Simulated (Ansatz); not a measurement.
Relaxation of AlH6NO (9 atoms, charge 0, multiplicity 1), to a largest force component of 0.03 eV/Å in at most 50 steps.

Theory: RKS PBE-D4/def2-SVP (Ansatz).

```xyz
9
Properties=species:S:1:pos:R:3:forces:R:3
Al -0.104 0.444 -0.530 -0.01 0.29 0.82
N -0.016 0.052 2.543 -0.03 0.50 -0.79
H -0.800 -0.128 3.179 0.00 0.00 0.02
H 0.853 -0.057 3.079 0.00 0.00 0.01
H 1.405 0.049 -0.842 0.00 -0.01 -0.01
H -1.410 -0.331 -1.035 0.00 0.00 -0.01
O -0.293 2.015 0.258 0.10 -0.38 -0.29
H -1.189 2.381 0.330 -0.08 0.06 0.00
H -0.072 1.051 2.239 0.03 -0.46 0.24
```

**Question.** Where does it end, and by what steps?

**Answer.** The forces met the threshold. The force dipped under the threshold on the way, but the program's further checks kept it going. After 17 steps the energy has fallen by 0.879 eV; H8 moved furthest, 0.78 Å. Joined: Al1–N2 (3.10 → 2.06 Å).

```json
{"step": "0", "energy less start (eV)": "0.0000", "largest force component (eV/Å)": "0.825", "accepted": "yes"}
{"step": "1", "energy less start (eV)": "-0.1849", "largest force component (eV/Å)": "0.633", "accepted": "yes"}
{"step": "2", "energy less start (eV)": "-0.4298", "largest force component (eV/Å)": "0.709", "accepted": "yes"}
{"step": "3", "energy less start (eV)": "-0.6780", "largest force component (eV/Å)": "0.753", "accepted": "yes"}
{"step": "4", "energy less start (eV)": "-0.7805", "largest force component (eV/Å)": "1.335", "accepted": "yes"}
{"step": "5", "energy less start (eV)": "-0.8355", "largest force component (eV/Å)": "0.561", "accepted": "yes"}
{"step": "6", "energy less start (eV)": "-0.7922", "largest force component (eV/Å)": "0.782", "accepted": "no"}
{"step": "7", "energy less start (eV)": "-0.8568", "largest force component (eV/Å)": "0.148", "accepted": "yes"}
{"step": "8", "energy less start (eV)": "-0.8627", "largest force component (eV/Å)": "0.161", "accepted": "yes"}
{"step": "9", "energy less start (eV)": "-0.8687", "largest force component (eV/Å)": "0.049", "accepted": "yes"}
{"step": "10", "energy less start (eV)": "-0.8645", "largest force component (eV/Å)": "0.398", "accepted": "no"}
{"step": "11", "energy less start (eV)": "-0.8719", "largest force component (eV/Å)": "0.036", "accepted": "yes"}
{"step": "12", "energy less start (eV)": "-0.8682", "largest force component (eV/Å)": "0.635", "accepted": "no"}
{"step": "13", "energy less start (eV)": "-0.8749", "largest force component (eV/Å)": "0.041", "accepted": "yes"}
{"step": "14", "energy less start (eV)": "-0.8770", "largest force component (eV/Å)": "0.042", "accepted": "yes"}
{"step": "15", "energy less start (eV)": "-0.8785", "largest force component (eV/Å)": "0.020", "accepted": "yes"}
{"step": "16", "energy less start (eV)": "-0.8715", "largest force component (eV/Å)": "0.588", "accepted": "no"}
{"step": "17", "energy less start (eV)": "-0.8787", "largest force component (eV/Å)": "0.015", "accepted": "yes"}
```

```xyz
9
Properties=species:S:1:pos:R:3
Al -0.183 0.429 0.107
N -0.001 0.143 2.143
H -0.691 -0.493 2.565
H 0.934 -0.127 2.476
H 1.302 0.103 -0.439
H -1.401 -0.553 -0.296
O -0.574 2.119 0.444
H -0.812 2.751 -0.250
H -0.201 1.104 2.470
```

Run time: 41 s on 1 thread of Arm Neoverse V1, with other jobs on the host, peak memory 0.13 GiB.
